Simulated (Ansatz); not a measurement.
We consider solid iodine, described by G0W0@PBEsol in Ansatz (plane waves, hard PAW, contour deformation, complete-basis limit).

Settings: largest k mesh 6×6×2 (not extrapolated in the mesh).

Cell (measured lattice):

```cif
data_I4
_chemical_formula_sum 'I4'
_space_group_name_H-M_alt 'P 1'
_space_group_IT_number 1
_cell_length_a 4.34604
_cell_length_b 4.34604
_cell_length_c 9.82380
_cell_angle_alpha 90.000
_cell_angle_beta 90.000
_cell_angle_gamma 113.232
loop_
_space_group_symop_operation_xyz
  'x, y, z'
loop_
_atom_site_label
_atom_site_type_symbol
_atom_site_fract_x
_atom_site_fract_y
_atom_site_fract_z
_atom_site_occupancy
I1 I 0.84515 0.84515 0.88250 1
I2 I 0.65485 0.65485 0.38250 1
I3 I 0.34515 0.34515 0.61750 1
I4 I 0.15485 0.15485 0.11750 1
```

Question: Predict the band gap.

Answer: 
* **band gap**: 1.94 eV

Note: cell and atoms aren't relaxed at this level; the gap holds a correction of -0.05 eV to the complete basis, taken at k points off the band edges.

Spin–orbit coupling is not included; with these elements it can move the gap by several tenths of an eV or more.

It cost about 4 core-hours (a rough figure) of CPU time.

Ansatz is a program for electronic structure.
